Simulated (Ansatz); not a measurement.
in.yaml

```yaml
crystal:
  periodic: [false, false, false]
  atoms:
    - {symbol: Cl, position_ang: [0.000000, 0.000000, 0.000000]}
    - {symbol: Mg, position_ang: [0.000000, 0.000000, 2.296700]}
basis:
  gaussian: {orbitals: aug-cc-pVDZ}
total_charge: -1
magnetization: {spin_polarized: true, initial_magnetization: 0}
correlation: {method: ccsd_t, electrons: valence}
scf: {lower_state_search: full}
```

```sh
$ ansatz run in.yaml --threads 1 --pin off --events-out ev --progress --plain --max-ram 2393MiB
```

Log:

```
529 factors; integrals over basis functions are off by at most 8.9e-4 eV
mean field evaluation 1: about -17937.5344 eV, gradient 7.9e0 eV
mean field evaluation 2: about -17937.5372 eV, gradient 7.8e0 eV
mean field evaluation 4: about -17938.0107 eV, gradient 5.0e-1 eV
mean field evaluation 8: about -17938.0179 eV, gradient 6.4e-4 eV
mean field evaluation 16: about -17938.0317 eV, gradient 5.2e-3 eV
mean field evaluation 32: about -17938.0179 eV, gradient 6.5e-5 eV
mean field evaluation 64: about -17936.8344 eV, gradient 3.1e-3 eV
mean field evaluation 96: about -17936.6210 eV, gradient 2.1e0 eV
mean field evaluation 128: about -17936.7472 eV, gradient 2.2e-1 eV
mean field evaluation 160: about -17936.0910 eV, gradient 5.3e-1 eV
mean field evaluation 192: about -17935.3632 eV, gradient 8.6e-3 eV
mean field evaluation 224: about -17936.8342 eV, gradient 1.6e0 eV
mean field evaluation 256: about -17936.0597 eV, gradient 5.6e-3 eV
mean field evaluation 288: about -17935.3632 eV, gradient 3.1e-3 eV
mean field evaluation 320: about -17933.6479 eV, gradient 8.6e-2 eV
mean field evaluation 352: about -17933.3594 eV, gradient 5.2e-4 eV
mean field evaluation 384: about -17936.6397 eV, gradient 6.0e-1 eV
mean field evaluation 416: about -17935.5193 eV, gradient 1.3e0 eV
mean field evaluation 448: about -17938.0091 eV, gradient 6.0e-1 eV
mean field evaluation 480: about -17936.6391 eV, gradient 5.0e-4 eV
mean field -17938.03166655 eV, -659.2105049112 hartree, gradient 2.5e-6 eV, S^2 0.196923; 13 other end points of the search recorded, 0 dependent functions left out
determinant -17938.03166655 eV, -659.2105049112 hartree, with singles and doubles -17943.73835845 eV, -659.4202219705 hartree
determinant -17936.83441306 eV, -659.1665066571 hartree, with singles and doubles -17941.97964457 eV, -659.3555904274 hartree
determinant -17936.63912088 eV, -659.1593298017 hartree, with singles and doubles -17941.63677402 eV, -659.3429901671 hartree
determinant -17936.05970159 eV, -659.1380365354 hartree, with singles and doubles -17941.26194706 eV, -659.3292155303 hartree
determinant -17935.36316230 eV, -659.1124391889 hartree, with singles and doubles -17940.94879338 eV, -659.3177073447 hartree
determinant -17938.01794457 eV, -659.2100006378 hartree, with singles and doubles -17943.74476411 eV, -659.4204573738 hartree
determinant -17938.03166655 eV, -659.2105049112 hartree, with singles and doubles -17943.74270729 eV, -659.4203817873 hartree
determinant -17938.01794457 eV, -659.2100006378 hartree, with singles and doubles -17943.74484414 eV, -659.4204603150 hartree
6 core orbitals not correlated: weight in the atoms' cores, before any rotation towards them, 1.000 or more for the frozen orbitals, at most 0.000 for the correlated occupied ones
reference -17938.01794457 eV, -659.2100006378 hartree; 9, 9 occupied and 39, 39 virtual orbitals, 529 factors
second order -5.15660864 eV of doubles, -0.00000000 eV of singles
cycle   1  -5.72690175 eV  change   -2.2e-6 eV  update   1.8e-6
perturbative correction -0.15591130 eV, -0.0057296348 hartree
Total energy: -17943.90075762 eV, -659.4261900298 hartree
```

Ran on 1 thread of Arm Neoverse V1, shared host: 15 s wall, 0.18 GiB peak host memory.
